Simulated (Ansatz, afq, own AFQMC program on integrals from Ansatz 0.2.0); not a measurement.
## SiH3, doublet: AFQMC among the cluster methods

```csv
atom,x (Å),y (Å),z (Å)
H,-2.4006,0.0479,0.0000
H,-1.5586,0.0479,0.0000
Si,0.1234,0.0479,0.0000
H,0.5199,-1.4316,0.0000
```

Basis cc-pVTZ. Only valence electrons are correlated. AFQMC by an in-house program on the Cholesky factors that Ansatz 0.2.0 writes for its CCSD(T) run. ph-AFQMC/CISD is guided by a CISD state made of CCSD amplitudes; releasing the constraint for a short imaginary time cuts its bias at the price of noise, slowly where states lie close. Error bars are statistical, one sigma.

Determinant: UHF, the one that the program's search chose, which needn't be the lowest solution. The geometry is a point of a scan.

No full CI on the walks' own integrals is used here; CCSDT(Q) serves as the reference and is uncertain by about the last step of the cluster series.

Cautions: unrestricted determinant slightly spin contaminated (⟨S²⟩ 0.80 against 0.75); the released energies have errors that jump between times, so the bars are unsure, so no released level is given (meV from the phaseless value at times in 1/Eh: -4.3 ± 1.3 at 0.24, -6.4 ± 1.1 at 0.51, -6 ± 6 at 0.99, 155 ± 166 at 1.62, -12.5 ± 1.2 at 2.40).

- T1 diagnostic: 0.0339
- weight of the determinant in the CISD state: 0.883
- ⟨S²⟩ of the determinant: 0.803
- size of the correlated space: 7 electrons in 71 orbitals

Reference: CCSDT(Q), correlation energy -4.376 eV.

| level | E − E(reference) (meV) | share of correlation (%) |
| --- | --- | --- |
| HF | 4376.3 | 0.00 |
| MP2 | 1035.2 | 76.35 |
| CCSD | 164.8 | 96.23 |
| CCSD(T) | 34.5 | 99.21 |
| CCSDT | 4.7 | 99.89 |
| ph-AFQMC/CISD | 15.2 ± 1.6 | 99.65 |

A walk keeps the symmetry of its determinant, which the program's search chose and which needn't be the lowest solution, so a lower state of the same spin and another symmetry isn't excluded.
